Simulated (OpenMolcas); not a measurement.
# H3NO (hydroxylamine): B97-2/def2-TZVP

Aim: the vertical electron affinity of H3NO (hydroxylamine) at B97-2/def2-TZVP, from 2 runs. 

Program for the calculation: OpenMolcas 26.06.

## 1. Starting point

H3NO: 5 atoms, total charge 0, spin state singlet. SMILES: `NO`. The shape is that of a PBE0-D4/def2-TZVP optimisation. This is one conformer, not always the lowest.

Bond lengths: N1–O2 1.422 Å, N1–H3 1.016 Å, N1–H4 1.016 Å, O2–H5 0.960 Å. Angles: N1–O2–H5 102.8°, O2–N1–H3 104.5°, O2–N1–H4 104.5°, H3–N1–H4 106.0°.

## 2. Energy and forces at B97-2/def2-TZVP

mol.xyz

```xyz
5

N     -0.165120    -0.361290    -0.321170
O      0.364460     0.666040     0.508060
H     -0.162690    -1.190020     0.266770
H     -1.141650    -0.109840    -0.446210
H      1.105010     0.995100    -0.007440
```

job.input

```
&GATEWAY
BasLib=$CurrDir
Coord=mol.xyz
Basis=def2-TZVP
Group=NoSym
&SEWARD
GridInput
Grid=Coarse
End of Grid
&SCF
KSDFT=HYB_GGA_XC_B97_2
PrOrbitals=1 1
&ALASKA
```

The basis set def2-TZVP is read from a file made from the Basis Set Exchange's data (not shown).

Started as:

```console
$ export MOLCAS_MEM=1860
$ pymolcas job.input > job.log
```

The log of the run (excerpt; [...] marks lines left out):

```text
--- Start Module: gateway ---
[...]
--- Stop Module: gateway /rc=_RC_ALL_IS_WELL_ ---
[...]
      Basis functions           80
[...]
--- Start Module: scf ---
[...]
       Convergence after  11 Iterations
[...]
::    Total KS-DFT energy                            -131.7284321296
[...]
      Total spin, S                                     0.0000000000
[...]
      Total electronic charge=   18.000000
      Total            charge=   -0.000000
[...]
      Dipole Moment (debye):
      Origin of the operator (angstrom)=    0.1004    0.1601    0.1042
                   X= -2.7168E-01               Y= -4.2086E-01               Z= -2.5992E-01           Total=  5.6435E-01
      Quadrupole Moment (debye*angstrom):
[...]
--- Stop Module: scf /rc=_RC_ALL_IS_WELL_ ---
[...]
--- Start Module: alaska ---
[...]
 *              Molecular gradients               *
 **************************************************
  Irreducible representation: a
 ------------------------------------------------------------------------------------------
                              X                       Y                       Z
 ------------------------------------------------------------------------------------------
  N1                1.92685937845197E-03    1.47146924689157E-03    3.70456869569935E-04
  O2               -3.20536015119460E-03   -1.43978922149657E-03    1.23641923788309E-03
  H3                3.47368987104732E-04   -1.18176502162060E-03    5.28682792167556E-04
  H4               -1.60069782180328E-03    5.53962314092993E-04   -2.65778694057861E-04
  H5                2.53182960742437E-03    5.96122682136713E-04   -1.86978020555140E-03
 ------------------------------------------------------------------------------------------
--- Stop Module: alaska /rc=_RC_ALL_IS_WELL_ ---
[...]
```

Run time: 6.3 s. Hardware: 1 thread of Arm Neoverse V1, shared host; peak memory 0.45 GiB.

## 3. The doublet anion

mol.xyz is that of step 2.

job.input

```
&GATEWAY
  BasLib
  $CurrDir
  Coord
  mol.xyz
  Basis
  def2-TZVP
  Group
  NoSym

&SEWARD
  GridInput
  Grid=Coarse
  End of Grid

&SCF
  UHF
  Charge
  -1
  Spin
  2
  KSDFT
  HYB_GGA_XC_B97_2
  PrOrbitals
  1 1

&ALASKA
```

The basis set def2-TZVP is read from a file made from the Basis Set Exchange's data (not shown).

Started as:

```console
$ export MOLCAS_MEM=1860
$ pymolcas job.input > job.log
```

The log of the run (excerpt; [...] marks lines left out):

```text
--- Start Module: gateway ---
[...]
--- Stop Module: gateway /rc=_RC_ALL_IS_WELL_ ---
[...]
      Basis functions           80
[...]
--- Start Module: scf ---
[...]
       Convergence after  19 Iterations
[...]
::    Total KS-DFT energy                            -131.6153110452
[...]
      Total spin, S                                     0.5002457190
[...]
      Total electronic charge=   19.000000
      Total            charge=   -1.000000
[...]
      Dipole Moment (debye):
      Origin of the operator (angstrom)=    0.1004    0.1601    0.1042
                   X=  1.1903E+00               Y=  1.3850E+00               Z=  4.6845E-01           Total=  1.8853E+00
      Center of Charge (angstrom)
[...]
--- Stop Module: scf /rc=_RC_ALL_IS_WELL_ ---
[...]
--- Start Module: alaska ---
[...]
 *              Molecular gradients               *
 **************************************************
  Irreducible representation: a
 ------------------------------------------------------------------------------------------
                              X                       Y                       Z
 ------------------------------------------------------------------------------------------
  N1               -1.60567369007222E-02   -1.01816961625545E-03    2.13158923725016E-02
  O2                7.06832994464046E-03   -5.55646963660372E-03   -1.91001558031099E-02
  H3                1.55259774511363E-03    1.25649638122738E-02   -1.14504528743560E-02
  H4                1.61037985577348E-02   -3.91134861503606E-03   -2.02355783460617E-04
  H5               -8.66798934678137E-03   -2.07897594434359E-03    9.43707208841049E-03
 ------------------------------------------------------------------------------------------
--- Stop Module: alaska /rc=_RC_ALL_IS_WELL_ ---
[...]
```

Run time: 9 s. Hardware: 1 thread of Arm Neoverse V1, shared host; peak memory 0.45 GiB.

## 4. What came out

At B97-2/def2-TZVP:

```
                                         quantity          value
                       singlet H3NO: total energy  -131.72843 Eh
                      singlet H3NO: dipole moment         0.56 D
                        singlet H3NO: HOMO energy       -7.17 eV
                        singlet H3NO: LUMO energy        1.23 eV
                      singlet H3NO: HOMO–LUMO gap        8.40 eV
           singlet H3NO: largest force on an atom     0.192 eV/Å
                      doublet anion: total energy  -131.61531 Eh
doublet anion: HOMO energy (highest over α and β)        4.73 eV
 doublet anion: LUMO energy (lowest over α and β)        6.08 eV
                              doublet anion: ⟨S²⟩          0.750
          doublet anion: largest force on an atom     1.373 eV/Å
vertical electron affinity (to the doublet anion)      -3.078 eV
```

**Reading.** The anion lies 3.08 eV (297 kJ/mol) above the neutral: the electron isn't bound at this level, and such a value depends on the basis. Without diffuse functions anions come out too high. Mulliken charges (doublet anion) run from -0.41 on H4 to +0.29 on N1; they depend strongly on the basis. The HOMO (doublet anion) lies at positive energy, 4.73 eV; only total energies tell whether the electron is bound.
